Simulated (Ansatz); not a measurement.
Steps of a relaxation of CH₄Al₂, SMILES `[CH2]1[AlH][AlH]1` with RKS PBE-D4/def2-SVP.

```sh
$ ansatz run in.yaml --threads 2 --pin off --events-out ev --progress --plain --max-ram 4352MiB
```

```yaml
crystal:
  periodic: [false, false, false]
  atoms:
    - {symbol: C, position_ang: [-0.602700, -0.005900, -0.602300]}
    - {symbol: Al, position_ang: [-0.118900, 0.858400, 1.107100]}
    - {symbol: Al, position_ang: [0.997200, -0.937500, -0.246200]}
    - {symbol: H, position_ang: [-1.493900, -0.572600, -0.564900]}
    - {symbol: H, position_ang: [-0.596200, 0.715100, -1.504200]}
    - {symbol: H, position_ang: [-0.312200, 1.888200, 2.327000]}
    - {symbol: H, position_ang: [2.187900, -2.013600, -0.562300]}
basis:
  gaussian: {orbitals: def2-SVP}
hamiltonian: {xc: pbe, dispersion: d4}
relax: {f_tol: 0.03, max_steps: 200}
```

Positions (Å) and forces (eV/Å) along the path, 19 of 27 steps:

```xyz
7
step=1 energy=-14279.3075 eV
C    -0.603   -0.006   -0.602    0.111    2.457   -1.660
Al   -0.119    0.858    1.107    1.369   -0.667    0.531
Al    0.997   -0.938   -0.246    1.849   -0.247    1.517
H    -1.494   -0.573   -0.565   -2.024   -1.029   -0.301
H    -0.596    0.715   -1.504   -0.308   -0.762    0.609
H    -0.312    1.888    2.327   -0.521    0.214   -0.258
H     2.188   -2.014   -0.562   -0.475    0.034   -0.439
7
step=3 energy=-14279.8590 eV
C    -0.554    0.020   -0.551   -0.033    0.216    0.051
Al    0.038    0.811    1.200   -0.194    0.241    0.128
Al    1.125   -0.919   -0.106    0.363   -0.368   -0.139
H    -1.505   -0.562   -0.564   -0.063   -0.034   -0.022
H    -0.575    0.688   -1.449   -0.019   -0.048    0.032
H    -0.529    1.956    2.193    0.019   -0.068   -0.066
H     2.061   -2.062   -0.769   -0.073    0.062    0.018
7
step=4 energy=-14279.8615 eV
C    -0.540    0.030   -0.541   -0.001    0.079    0.008
Al    0.063    0.876    1.166   -0.141   -0.041    0.140
Al    1.140   -0.936   -0.092    0.209   -0.033   -0.141
H    -1.493   -0.549   -0.534   -0.098    0.040    0.014
H    -0.564    0.669   -1.459    0.038   -0.091   -0.017
H    -0.582    1.922    2.212    0.046    0.018   -0.051
H     2.038   -2.080   -0.798   -0.053    0.029    0.047
7
step=6 energy=-14279.8734 eV
C    -0.541    0.027   -0.529   -0.063   -0.025   -0.045
Al    0.050    0.866    1.179    0.041    0.001   -0.026
Al    1.150   -0.942   -0.085   -0.047    0.017    0.028
H    -1.539   -0.479   -0.497    0.042    0.043   -0.005
H    -0.512    0.592   -1.495    0.013   -0.038    0.043
H    -0.595    1.919    2.214   -0.006   -0.009    0.013
H     2.048   -2.050   -0.832    0.019    0.012   -0.008
7
step=7 energy=-14279.8808 eV
C    -0.543    0.023   -0.521   -0.075   -0.034   -0.041
Al    0.068    0.886    1.163    0.046    0.042    0.026
Al    1.141   -0.952   -0.066   -0.010   -0.002    0.015
H    -1.568   -0.417   -0.469   -0.001    0.036   -0.005
H    -0.474    0.523   -1.519    0.028   -0.034    0.006
H    -0.616    1.890    2.223    0.002   -0.032   -0.001
H     2.053   -2.020   -0.857    0.009    0.024    0.001
7
step=8 energy=-14279.8869 eV
C    -0.547    0.022   -0.519   -0.135   -0.025   -0.112
Al    0.080    0.907    1.150    0.071   -0.014    0.017
Al    1.135   -0.961   -0.053   -0.017    0.065    0.035
H    -1.592   -0.374   -0.451    0.084    0.083   -0.032
H    -0.449    0.473   -1.542    0.008   -0.097    0.122
H    -0.626    1.866    2.238    0.002   -0.039   -0.029
H     2.060   -2.000   -0.869   -0.012    0.027    0.000
7
step=9 energy=-14279.8773 eV rejected
C    -0.560    0.016   -0.503   -0.396    0.098   -0.591
Al    0.133    0.960    1.119   -0.024   -0.103    0.048
Al    1.117   -0.980   -0.004    0.052    0.129   -0.033
H    -1.664   -0.233   -0.399    0.632    0.191   -0.213
H    -0.364    0.303   -1.602   -0.234   -0.291    0.889
H    -0.667    1.790    2.265    0.083   -0.092   -0.170
H     2.066   -1.923   -0.921   -0.112    0.068    0.068
7
step=11 energy=-14279.9086 eV
C    -0.574    0.014   -0.497   -0.157    0.047   -0.165
Al    0.131    0.950    1.123   -0.003   -0.051   -0.053
Al    1.120   -0.957   -0.018    0.037    0.069    0.014
H    -1.664   -0.241   -0.435    0.229    0.089   -0.094
H    -0.366    0.297   -1.573   -0.065   -0.131    0.360
H    -0.647    1.790    2.258    0.010   -0.039   -0.053
H     2.061   -1.921   -0.905   -0.051    0.016   -0.008
7
step=13 energy=-14279.9235 eV
C    -0.590    0.018   -0.465   -0.274   -0.016   -0.221
Al    0.142    0.984    1.114    0.010   -0.058   -0.090
Al    1.124   -0.922    0.005    0.114    0.036    0.025
H    -1.695   -0.166   -0.478    0.277    0.064   -0.059
H    -0.284    0.126   -1.553   -0.078    0.019    0.430
H    -0.650    1.754    2.289    0.014   -0.057   -0.101
H     2.014   -1.862   -0.958   -0.063    0.012    0.016
7
step=15 energy=-14279.9494 eV
C    -0.621    0.007   -0.428   -0.151   -0.055   -0.006
Al    0.129    1.010    1.082   -0.008    0.045    0.005
Al    1.154   -0.875   -0.012    0.014    0.015   -0.054
H    -1.709   -0.208   -0.536    0.115    0.013   -0.031
H    -0.232    0.143   -1.478    0.035    0.001    0.073
H    -0.629    1.741    2.290    0.005    0.005    0.015
H     1.968   -1.886   -0.964   -0.008   -0.024   -0.003
7
step=16 energy=-14279.9599 eV
C    -0.655   -0.006   -0.393   -0.093   -0.066    0.007
Al    0.107    1.046    1.058   -0.060    0.034    0.041
Al    1.182   -0.818   -0.044   -0.060   -0.072   -0.090
H    -1.721   -0.254   -0.607    0.174   -0.003    0.026
H    -0.168    0.144   -1.404    0.011    0.040   -0.047
H    -0.603    1.739    2.317    0.041    0.018    0.007
H     1.920   -1.917   -0.973   -0.013    0.048    0.057
7
step=17 energy=-14279.9657 eV
C    -0.658   -0.013   -0.395   -0.101   -0.085    0.022
Al    0.092    1.040    1.062   -0.033    0.047    0.006
Al    1.178   -0.813   -0.059   -0.038   -0.070   -0.080
H    -1.710   -0.301   -0.623    0.128    0.027    0.021
H    -0.170    0.195   -1.397    0.020    0.041   -0.026
H    -0.584    1.758    2.325    0.016    0.011    0.017
H     1.914   -1.935   -0.958    0.009    0.030    0.041
7
step=18 energy=-14279.9692 eV
C    -0.685   -0.047   -0.389    0.022   -0.032   -0.486
Al    0.052    1.034    1.052    0.102    0.040    0.082
Al    1.163   -0.809   -0.123    0.025    0.018   -0.025
H    -1.700   -0.409   -0.675    0.134    0.092    0.022
H    -0.181    0.355   -1.352   -0.220   -0.142    0.416
H    -0.524    1.803    2.342   -0.024   -0.010   -0.042
H     1.937   -1.995   -0.903   -0.039    0.035    0.034
7
step=19 energy=-14279.9753 eV
C    -0.674   -0.053   -0.390   -0.022    0.033   -0.159
Al    0.073    1.026    1.059   -0.017    0.026    0.029
Al    1.168   -0.817   -0.117   -0.041    0.031   -0.017
H    -1.700   -0.383   -0.662    0.058    0.003    0.027
H    -0.194    0.344   -1.350   -0.028   -0.044    0.149
H    -0.547    1.800    2.324    0.015   -0.006   -0.015
H     1.936   -1.986   -0.910    0.035   -0.043   -0.014
7
step=20 energy=-14279.9770 eV
C    -0.683   -0.056   -0.390   -0.033   -0.041   -0.021
Al    0.067    1.023    1.058    0.006    0.013    0.000
Al    1.164   -0.812   -0.135   -0.013   -0.003    0.004
H    -1.702   -0.393   -0.674    0.045    0.006    0.016
H    -0.194    0.363   -1.329   -0.001    0.028    0.000
H    -0.536    1.805    2.324   -0.003    0.003    0.003
H     1.945   -1.997   -0.899   -0.001   -0.006   -0.002
7
step=22 energy=-14279.9791 eV
C    -0.685   -0.081   -0.394    0.054    0.038   -0.060
Al    0.060    1.008    1.058    0.035   -0.016   -0.002
Al    1.163   -0.813   -0.178    0.033   -0.005   -0.003
H    -1.689   -0.441   -0.693   -0.036   -0.006   -0.020
H    -0.224    0.468   -1.285   -0.046   -0.038    0.074
H    -0.521    1.829    2.311   -0.015    0.006   -0.002
H     1.958   -2.038   -0.865   -0.026    0.021    0.014
7
step=25 energy=-14279.9802 eV
C    -0.682   -0.100   -0.397    0.001    0.008   -0.021
Al    0.066    0.984    1.064    0.003    0.005    0.004
Al    1.168   -0.812   -0.214    0.003    0.002    0.005
H    -1.681   -0.467   -0.709    0.004    0.003    0.001
H    -0.255    0.544   -1.238   -0.013   -0.009    0.018
H    -0.519    1.849    2.288    0.000   -0.003   -0.004
H     1.964   -2.065   -0.841    0.002   -0.005   -0.002
7
step=26 energy=-14279.9803 eV
C    -0.679   -0.108   -0.401    0.023    0.026   -0.033
Al    0.070    0.974    1.066   -0.002   -0.007    0.001
Al    1.171   -0.814   -0.230   -0.007    0.006   -0.006
H    -1.677   -0.478   -0.714    0.003    0.002    0.000
H    -0.274    0.584   -1.216   -0.016   -0.032    0.034
H    -0.519    1.855    2.277    0.001    0.003    0.000
H     1.969   -2.080   -0.827   -0.003    0.002    0.003
7
step=27 energy=-14279.9803 eV
C    -0.679   -0.110   -0.401    0.002    0.022   -0.029
Al    0.069    0.971    1.067    0.002    0.002    0.002
Al    1.171   -0.813   -0.232    0.004    0.000    0.003
H    -1.675   -0.480   -0.716    0.002   -0.001    0.001
H    -0.275    0.587   -1.212   -0.012   -0.019    0.027
H    -0.518    1.858    2.275    0.000   -0.001   -0.002
H     1.968   -2.081   -0.826    0.002   -0.003   -0.001
```

Hardware: 2 threads of an Arm Neoverse V1 on a shared host. Wall time 26 s, peak host memory 0.12 GiB.
